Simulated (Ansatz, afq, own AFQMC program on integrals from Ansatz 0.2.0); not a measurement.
BH$_{2}$O, doublet → BH2O⁺, singlet, worked out

```xyz
4

B     0.0000   -0.2384    0.7416
O     0.0000    0.1607   -0.5303
H     0.0000    0.5590    1.6392
H     0.0000   -0.5526   -1.1750
```

Connectivity, by distances: BH–OH.

Both states at this geometry.

Basis cc-pVDZ. Only valence electrons are correlated. AFQMC by an in-house program on the Cholesky factors that Ansatz 0.2.0 writes for its CCSD(T) run. ph-AFQMC/CISD is guided by a CISD state made of CCSD amplitudes; releasing the constraint for a short imaginary time cuts its bias at the price of noise, slowly where states lie close. ± is one standard error of the sampling.

Total energies in eV. CBS is CCSD(T) at the limit of def2-TZVPP/QZVPP (extrapolated itself); the highest rung of each member is named.

Cautions: BH₂O (doublet): the released energies move by 1.5 errors or more from one time to the next, so no released level is given (meV from the phaseless value at times in 1/Eh: -1 ± 3 at 0.24, -3 ± 3 at 0.51, -3 ± 3 at 0.99, 9 ± 4 at 1.62, -7 ± 4 at 2.40), though the last usable value meets CCSDT(Q) within the noise; BH₂O⁺ (singlet): raised T1 diagnostic (T1 0.025, weight of the determinant 0.90, largest double 0.06).

```
        member  count  CCSD(T)/cc-pVDZ  highest rung in cc-pVDZ     which  CCSD(T)/CBS
BH₂O⁺, singlet     +1       -2739.5346               -2739.5694    CCSDTQ   -2743.3831
 BH₂O, doublet     -1       -2747.5915               -2747.6236  CCSDT(Q)   -2751.7461
```

Q: Work out the best estimate of the vertical ionization energy: the CCSD(T)/CBS difference plus the step from CCSD(T) to the highest rung.

A: Sums with the counts: CCSD(T)/CBS 8.3630 eV, highest rung 8.0542 eV, CCSD(T)/cc-pVDZ 8.0569 eV. The step is 8.0542 − 8.0569 = -0.0027 eV, so the best estimate is 8.3630 + (-0.0027) = 8.3603 eV = 806.6 kJ/mol. The basis set is worth 0.306 eV of it. Zero-point, core-correlation and spin–orbit terms aren't in it.

Best estimates are given only where the step beyond CCSD(T) is under 0.3 eV and no member's determinant is very poor (T1 over 0.05, or 0.07 for open shells, ⟨S²⟩ too high by 0.3, two states mixed), so the hardest cases are missing from such tables.

CCSDT and higher add their correlation energy to the determinant of the CCSD(T) run, since their own runs factorise the integrals more tightly (a shift of under 2 meV). Each member of a difference takes its own highest rung, so a best estimate needn't equal the limit plus the step of one row.
